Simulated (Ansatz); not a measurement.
# F2OTe (TeOF2): the cost of one run

Method: the settings change from run to run; program: Ansatz 0.2.0, Gaussian basis.

1 further run of the same task is left out (set aside as unsound or not needed).

## Step 1: The geometry

The geometry comes from an earlier relaxation with PBE0-D4 in a triple-zeta def2 set; it is a stationary point. Te takes a core potential in def2 sets; no spin-orbit term is included.

4 atoms, charge 0, spin multiplicity 1.

Atoms are counted from 1 here; the program's logs count them from 0.

Bond lengths: Te1–O2 1.753 Å, Te1–F3 1.882 Å, Te1–F4 1.882 Å. Angles: O2–Te1–F3 102.5°, O2–Te1–F4 102.5°, F3–Te1–F4 91.6°.

## Step 2: B3LYP/ANO-RCC-VTZP

This run has charge +1, multiplicity 2.

Input file in.yaml:

```yaml
crystal:
  periodic: [false, false, false]
  atoms:
    - {symbol: Te, position_ang: [0.066017, 0.003429, 0.662412]}
    - {symbol: O, position_ang: [1.637262, -0.030395, -0.113725]}
    - {symbol: F, position_ang: [-0.827246, 1.362721, -0.283757]}
    - {symbol: F, position_ang: [-0.876022, -1.335755, -0.264940]}
basis:
  gaussian: {orbitals: ANO-RCC-VTZP}
total_charge: 1
magnetization: {spin_polarized: true, initial_magnetization: 1}
hamiltonian: {xc: {name: B3LYP}}
output: {forces: true}
```

Launch:

```console
> ansatz run in.yaml --threads 4 --pin off --events-out ev --progress --plain --max-ram 3916MiB
```

What time and memory should one allow on 4 threads of Arm Neoverse V2, shared host?

About 18 s, with a peak of 1 GiB.
